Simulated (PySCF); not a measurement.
Compound: PH3.
Atom-mapped SMILES: `[PH3:1]` (hydrogens: H2, H3, H4 on P1)

Geometry (PBE0-D3(BJ)/def2-SVP, Å), atoms numbered from 1 in this order:
```
atom  x, y, z in Å
P1     0.0256   -0.0410    0.4763
H2    -0.5990    1.0211   -0.2472
H3     1.1993   -0.0042   -0.3374
H4    -0.5896   -1.0495   -0.3272
```

All values: B3LYP/def2-SVPD (PySCF, non-relativistic), on one gas-phase PBE0-D3(BJ)/def2-SVP geometry that isn't relaxed in the solvent. The solvent is an IEF-PCM continuum (cavity from Bondi-type radii × 1.2). The model holds no explicit solvent molecules, cavitation or dispersion.

Gas phase at B3LYP/def2-SVPD: HOMO -7.63 eV, LUMO 0.48 eV, dipole 0.57 D.

**Question.** What does the continuum do to the energy, the frontier levels and the dipole at B3LYP/def2-SVPD in chloroform and dichloromethane?

**Answer.** 
| solvent | ε | E(solvent) − E(gas) (kJ/mol) | polarisation term (kJ/mol) | distortion of the solute (kJ/mol) | HOMO (eV) | LUMO (eV) | dipole (D) |
| --- | --- | --- | --- | --- | --- | --- | --- |
| chloroform | 4.711 | -2.55 | -2.88 | 0.33 | -7.55 | 0.62 | 0.77 |
| dichloromethane | 8.93 | -3.09 | -3.60 | 0.51 | -7.55 | 0.64 | 0.81 |

Polarisation term: ½ Σ q·V over the induced surface charges. Distortion: the rise of the solute's own energy as its density leaves the gas-phase optimum. From chloroform to dichloromethane the lowering changes by a factor 1.21, Onsager's factor (ε − 1)/(2ε + 1) by 1.18 and ε itself by 1.9.

**Question.** Give the dipole vector in the frame of the coordinates (D, pointing from negative to positive charge), gas and dichloromethane.

**Answer.** Gas (-0.02, 0.02, -0.57), solvent (-0.02, 0.03, -0.81). Its length changes by +42 % and its direction by less than 1°.

**Question.** How does the static polarisability (B3LYP/def2-SVPD, frozen core, with the continuum's full static response) change?

**Answer.** 
```
         medium  isotropic (au)  principal values (au)  ⟨r²⟩ of the electrons (bohr²)
            gas            29.9       29.7, 29.7, 30.3                           55.4
     chloroform            38.2       37.9, 37.9, 39.0                           55.4
dichloromethane            40.3       39.8, 39.8, 41.1                           55.4
```

The isotropic value in dichloromethane is 1.35 times the gas-phase one; no cavity-field correction is applied. ⟨r²⟩ is taken about the centre of nuclear charge.

On one thread of an Arm Neoverse V1, shared host with 32 logical CPUs at a one-minute load of 16, this took 0.85 s of wall time and 0.27 GiB of memory at its peak. This is the whole response run at B3LYP/def2-SVPD in dichloromethane, SCF included.
